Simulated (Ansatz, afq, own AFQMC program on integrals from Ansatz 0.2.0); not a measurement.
Two steps: Ansatz 0.2.0 writes the Fock matrix and Cholesky factors of the valence space, and afq projects on them the lowest state that overlaps trial and start.

```yaml
crystal:
  periodic: [false, false, false]
  atoms:
    - {symbol: N, position_ang: [0.000000, 0.000000, 0.000000]}
    - {symbol: C, position_ang: [0.000000, 0.000000, 1.836000]}
basis:
  gaussian: {orbitals: 6-31G}
magnetization: {spin_polarized: false, initial_magnetization: 1}
correlation: {method: ccsd_t, electrons: outside_noble_gas, hamiltonian_folder: ham}
```

```sh
$ ansatz run in.yaml --threads 1 --pin off --events-out ev --progress --plain --max-ram 16896MiB --backend cuda --devices 0, --max-vram 18GiB
```

Options of the walk:

```
--method phaseless --trial hf --walkers 80 --populations 1 --least-time 40 --time-step 0.005 --steps-per-block 5 --equilibration-blocks 120 --max-blocks 12 --target-error 0.00144 --factor-cut 1e-05 --start spin_pure --seed 1579 --taylor-order 6
```

Times are imaginary, in 1/Eh. The walk had a cap of 60 s.

```
orbitals 16  electrons 5 4  factors 90 of 259
reference energy -91.92832492 Eh
CCSD correlation -0.24580884 Eh in 23 cycles, weight of the determinant in the CISD state 0.6189
energy of the start -91.928326 Eh
 block  time / (1/Eh)  mean weight  energy / Eh
     1     0.025  0.9993  -91.938552
     2     0.050  0.9987  -91.946566
     3     0.075  1.0013  -91.958305
     4     0.100  1.0021  -91.961891
     5     0.125  1.0020  -91.964520
     7     0.175  1.0002  -91.970503
     9     0.225  0.9999  -91.985320
    13     0.325  1.0002  -91.998064
    19     0.475  1.0016  -92.017766
    25     0.625  1.0004  -92.045964
    31     0.775  0.9998  -92.088195
    37     0.925  1.0009  -92.121513
    43     1.075  1.0010  -92.111034
    49     1.225  1.0001  -92.089991
    55     1.375  1.0000  -92.083520
    61     1.525  1.0000  -92.101449
    67     1.675  0.9991  -92.095117
    73     1.825  0.9982  -92.075257
    79     1.975  1.0005  -92.107141
    85     2.125  1.0002  -92.141327
    91     2.275  1.0007  -92.105659
    97     2.425  1.0017  -92.118763
   103     2.575  1.0004  -92.085705
   109     2.725  0.9989  -92.088481
   115     2.875  0.9990  -92.095735
   121     3.025  0.9995  -92.114894
   127     3.175  1.0021  -92.106119
   130     3.250  0.9994  -92.103151
no energy: too few blocks
(rows thinned)
```

The run failed at least one of its tests; the cautions name the faults.

A setting was made bad on purpose (too few blocks), but the run ended before it gave an energy.

Cautions: a spin-contaminated unrestricted determinant lies lower (UHF 3.40 eV lower, ⟨S²⟩ 2.65); the search met a lower determinant of the same kind, perhaps of another symmetry (179 meV lower); strong correlation (T1 0.135, weight of the determinant 0.62, largest double 0.30); (T) is large, 10 % of the CCSD correlation; the bias of populations of 80 walkers isn't removed.
